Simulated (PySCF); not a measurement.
**AsH2⁺, quintet in cc-pVDZ: errors against full CI**

Geometry: that of the AsH2⁺, triplet, kept fixed. The singlet lies 8.5 eV lower here.

```json
{"atom": "As", "x (Å)": "0.0000", "y (Å)": "-0.0191", "z (Å)": "0.0000"}
{"atom": "H", "x (Å)": "0.0000", "y (Å)": "0.7098", "z (Å)": "-1.3240"}
{"atom": "H", "x (Å)": "0.0000", "y (Å)": "0.7098", "z (Å)": "1.3240"}
```

Basis cc-pVDZ; PySCF 2.14.0. Only valence electrons are correlated (noble-gas cores and the filled d shells of p-block atoms frozen), which leaves 6 electrons in 23 orbitals. R marks a restricted (for open shells ROHF) determinant, U an unrestricted one. No spin–orbit coupling is included, and no scalar relativity.

Full CI is exact within this basis and frozen core; it isn't the basis-set limit. The frozen core follows each run's orbitals, which can shift R against U totals by a few meV for light atoms and by up to 0.1 eV past Ca.

- UHF ⟨S²⟩: 6.004
- T1 diagnostic (ROHF- or RHF-based CCSD): 0.0186
- largest doubles amplitude (ROHF- or RHF-based CCSD): 0.088

```
   level  E − E(RHF) (eV)
    RMP2          -1.7547
   RCCSD          -2.2643
RCCSD(T)          -2.3120
```

(1) Estimate how far full CI in cc-pVDZ lies from RCCSD(T). The table doesn't fix it; the size of (T) and the diagnostics are the guide.

(1) Full CI in cc-pVDZ lies 1.5 kJ/mol below RCCSD(T), which is 33 % of the (T) step (-4.6 kJ/mol). The diagnostics give no warning, yet the rest is a sizeable part of (T).

The other levels:

| level | E − E(full CI) (kJ/mol) | share of correlation (%) | wall time |
| --- | --- | --- | --- |
| RCCSDT | 0.3 | 99.88 | 5.3 s |

The correlation energy at full CI, counted from RHF, is -2.328 eV. Full CI, over all symmetries tried, took 14 s on 1 thread of Arm Neoverse V1, shared host; the state has 194,380 determinants.

Run but not shown, since their state, orbitals or frozen core can't be matched to the reference's or they repeat it: UHF, UMP2, UCCSD, UCCSD(T).

Times are those of the correlated step on a shared host, with one SCF added for the restricted CCSD run; they ran on 1 thread of Arm Neoverse V1.

The full-CI state has the irrep A2 of C2v, in the program's axes.

Natural occupations of full CI about the gap: 1.938 1.015 0.992 0.990 0.979 0.030 0.009 0.009 0.009 0.008; effectively unpaired electrons, Σ n²(2−n)², 4.02.
